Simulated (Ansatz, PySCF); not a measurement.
CHN, SMILES [C-]#[NH+]. Atoms are numbered in the order given.

```xyz
3

C      0.0000     0.0000    -0.7371
N      0.0000     0.0000     0.4270
H      0.0000     0.0000     1.4248
```

The structure is a stationary point at B3LYP-D3(BJ)/def2-TZVPD.

Two levels are set side by side: PBE-D3(BJ)/def2-TZVPD (Ansatz, an electronic-structure program) and B3LYP-D3(BJ)/def2-TZVPD (Ansatz). Each level has its own optimised geometry; the coordinates shown are those of the second. Frequencies come from the Hessian of PySCF at each geometry. Differences are taken from unrounded values.

```
quantity                            B3LYP-D3(BJ)  PBE-D3(BJ)  PBE-D3(BJ) minus B3LYP-D3(BJ)
----------------------------------  ------------  ----------  -----------------------------
mean bond length (Å)                       1.081       1.091                          0.010
bond C1–N2 (Å)                             1.164       1.176                          0.012
bond N2–H3 (Å)                             0.998       1.007                          0.009
highest harmonic wavenumber (cm⁻¹)          3791        3693                            -98
mean harmonic wavenumber (cm⁻¹)             1708        1660                            -48
zero-point energy (kcal/mol)                9.77        9.49                          -0.27
```

Exact exchange shortens and stiffens bonds; PBE has none. Differences between two approximate levels are no errors against the true value.
